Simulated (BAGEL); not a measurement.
**CH6OSi (SMILES CO[SiH3]) at HF/6-31G(d) (density fitting with qzvpp-jkfit, spherical functions)**

What is the vertical singlet–triplet gap of CH6OSi at HF/6-31G* (density fitting with qzvpp-jkfit, spherical functions)? 

The results are computed with BAGEL 1.2.2.

**1. The structure to begin with**

The species is CH6OSi (9 atoms), meant as a singlet with charge 0. As SMILES, `CO[SiH3]`. The coordinates come from a PBE0-D4/def2-TZVP relaxation.

Bond lengths: C1–O2 1.408 Å, O2–Si3 1.642 Å, C1–H4 1.096 Å, C1–H5 1.091 Å, C1–H6 1.096 Å, Si3–H7 1.481 Å, Si3–H8 1.490 Å, Si3–H9 1.490 Å. Some angles: C1–O2–Si3 122.4°, O2–C1–H4 111.5°, O2–C1–H5 108.3°, O2–C1–H6 111.5°, O2–Si3–H7 106.5°, O2–Si3–H8 110.9°, O2–Si3–H9 110.9°, H4–C1–H5 108.4°, H4–C1–H6 108.5°, H5–C1–H6 108.4°.

**2. A single-point energy at HF/6-31G(d) (density fitting with qzvpp-jkfit, spherical functions)**

File calc.json:

```json
{ "bagel" : [

{
  "title" : "molecule",
  "basis" : "6-31gs.json",
  "df_basis" : "qzvpp-jkfit",
  "angstrom" : true,
  "geometry" : [
    { "atom" : "C", "xyz" : [   -0.416000,    1.012400,   -0.799700 ] },
    { "atom" : "O", "xyz" : [    0.634800,    0.132000,   -0.477800 ] },
    { "atom" : "Si", "xyz" : [    0.510500,   -0.985900,    0.718500 ] },
    { "atom" : "H", "xyz" : [   -1.314300,    0.468400,   -1.115000 ] },
    { "atom" : "H", "xyz" : [   -0.089800,    1.647800,   -1.624600 ] },
    { "atom" : "H", "xyz" : [   -0.677700,    1.654100,    0.050000 ] },
    { "atom" : "H", "xyz" : [    1.799300,   -1.713900,    0.749100 ] },
    { "atom" : "H", "xyz" : [   -0.611700,   -1.929000,    0.449700 ] },
    { "atom" : "H", "xyz" : [    0.253300,   -0.332200,    2.032900 ] }
  ]
},
{ "title" : "hf" },
{ "title" : "print", "file" : "orbitals.molden", "orbitals" : true }

]}
```

The basis set 6-31G* is read from a file made from the Basis Set Exchange's data (not shown).

Started as:

```bash
$ BAGEL_NUM_THREADS=1 BAGEL calc.json > calc.out
```

Output:

```text
* using 1 threads per process

  ===============================================================
  ===============================================================

  *** Geometry ***

  { "atom" : "C", "xyz" : [     -0.786126,      1.913159,     -1.511214 ] },
  { "atom" : "O", "xyz" : [      1.199598,      0.249444,     -0.902911 ] },
  { "atom" : "Si", "xyz" : [      0.964705,     -1.863081,      1.357768 ] },
  { "atom" : "H", "xyz" : [     -2.483667,      0.885148,     -2.107045 ] },
  { "atom" : "H", "xyz" : [     -0.169697,      3.113891,     -3.070049 ] },
  { "atom" : "H", "xyz" : [     -1.280667,      3.125796,      0.094486 ] },
  { "atom" : "H", "xyz" : [      3.400184,     -3.238802,      1.415594 ] },
  { "atom" : "H", "xyz" : [     -1.155945,     -3.645282,      0.849810 ] },
  { "atom" : "H", "xyz" : [      0.478668,     -0.627767,      3.841624 ] },

  Number of auxiliary basis functions:      388

  Since a DF basis is specified, we compute 2- and 3-index integrals:
    o Being stored without compression. Storage requirement is 0.010 GB

  Number of basis functions:       58
  Number of electrons      :       34

    * METHOD: MOLECULE                             0.10

  *** RHF ***

  === Nuclear Repulsion ===
   118.2123950346

      * DIIS with orbital gradients will be used.

  === RHF iteration (6-31gs.json) ===
      0       -405.00976365          0.02289999           0.03
      1       -405.10115074          0.01477444           0.02
      2       -405.15116737          0.00190339           0.01
      3       -405.15236136          0.00027817           0.01
      4       -405.15238463          0.00007233           0.01
      5       -405.15238645          0.00001227           0.01
      6       -405.15238654          0.00000326           0.02
      7       -405.15238655          0.00000105           0.02
      8       -405.15238655          0.00000021           0.01
      9       -405.15238655          0.00000005           0.01
     10       -405.15238655          0.00000001           0.01
     11       -405.15238655          0.00000000           0.01
    * SCF iteration converged.

    * Permanent dipole moment:
           (    0.488854,    -0.187109,    -0.074764) a.u.

    * METHOD: HF                                   0.27

    * METHOD: PRINT                                0.00

  ===============================================================
```

It took 0.54 s on 1 thread of Intel Xeon 6975P-C (Granite Rapids), shared host.

**3. The triplet**

Edit calc.json of step 2 so:

```diff
@@ -19,3 +19,3 @@
 },
-{ "title" : "hf" },
+{ "title" : "uhf", "nopen" : 2 },
 { "title" : "print", "file" : "orbitals.molden", "orbitals" : true }
```

The basis set 6-31G* is read from a file made from the Basis Set Exchange's data (not shown).

Started as:

```bash
$ BAGEL_NUM_THREADS=1 BAGEL calc.json > calc.out
```

Output:

```text
* using 1 threads per process

  ===============================================================
  ===============================================================

  *** Geometry ***

  { "atom" : "C", "xyz" : [     -0.786126,      1.913159,     -1.511214 ] },
  { "atom" : "O", "xyz" : [      1.199598,      0.249444,     -0.902911 ] },
  { "atom" : "Si", "xyz" : [      0.964705,     -1.863081,      1.357768 ] },
  { "atom" : "H", "xyz" : [     -2.483667,      0.885148,     -2.107045 ] },
  { "atom" : "H", "xyz" : [     -0.169697,      3.113891,     -3.070049 ] },
  { "atom" : "H", "xyz" : [     -1.280667,      3.125796,      0.094486 ] },
  { "atom" : "H", "xyz" : [      3.400184,     -3.238802,      1.415594 ] },
  { "atom" : "H", "xyz" : [     -1.155945,     -3.645282,      0.849810 ] },
  { "atom" : "H", "xyz" : [      0.478668,     -0.627767,      3.841624 ] },

  Number of auxiliary basis functions:      388

  Since a DF basis is specified, we compute 2- and 3-index integrals:
    o Being stored without compression. Storage requirement is 0.010 GB

  Number of basis functions:       58
  Number of electrons      :       34

    * METHOD: MOLECULE                             0.12

  *** Open-shell HF ***

  === Nuclear Repulsion ===
   118.2123950346

      * DIIS with orbital gradients will be used.

  === UHF iteration (6-31gs.json) ===
      0       -404.60117657          0.04928071           0.03
      1       -404.65875164          0.05311349           0.04
      2       -404.70064501          0.04549060           0.03
      3       -404.85121106          0.00454017           0.03
      4       -404.86051903          0.00384349           0.04
      5       -404.86602431          0.00355257           0.03
      6       -404.87824799          0.00210270           0.03
      7       -404.88367325          0.00091662           0.04
      8       -404.88366776          0.00135972           0.03
      9       -404.88427022          0.00024436           0.03
     10       -404.88431334          0.00020352           0.04
     11       -404.88434584          0.00003066           0.03
     12       -404.88434800          0.00001602           0.03
     13       -404.88434907          0.00001027           0.04
     14       -404.88434928          0.00000441           0.03
     15       -404.88434931          0.00000238           0.03
     16       -404.88434933          0.00000164           0.04
     17       -404.88434933          0.00000122           0.03
     18       -404.88434933          0.00000106           0.03
     19       -404.88434934          0.00000085           0.04
     20       -404.88434934          0.00000058           0.03
     21       -404.88434934          0.00000028           0.03
     22       -404.88434934          0.00000020           0.04
     23       -404.88434934          0.00000014           0.03
     24       -404.88434934          0.00000006           0.04
     25       -404.88434934          0.00000004           0.04
     26       -404.88434934          0.00000003           0.03
     27       -404.88434934          0.00000002           0.04
     28       -404.88434934          0.00000001           0.04
     29       -404.88434934          0.00000001           0.03
    * SCF iteration converged.

    * S^2 (UHF) is 2.0127

    * Permanent dipole moment:
           (    0.767273,    -1.675123,     1.277429) a.u.

    * METHOD: UHF                                  1.10

    * METHOD: PRINT                                0.00

  ===============================================================
```

It took 1.4 s on 1 thread of Intel Xeon 6975P-C (Granite Rapids), shared host.

**4. Results**

At HF/6-31G* (density fitting with qzvpp-jkfit, spherical functions):

| quantity | value |
| --- | --- |
| singlet: total energy | -405.15239 Eh |
| singlet: dipole moment | 1.34 D |
| singlet: HOMO energy | -11.88 eV |
| singlet: LUMO energy | 3.96 eV |
| singlet: HOMO–LUMO gap | 15.84 eV |
| triplet: total energy | -404.88435 Eh |
| triplet: dipole moment | 5.70 D |
| triplet: ⟨S²⟩ | 2.013 |
| vertical energy of the triplet above the singlet | 7.294 eV |

What this shows: At this shape the triplet lies 7.29 eV (168 kcal/mol) above the singlet.
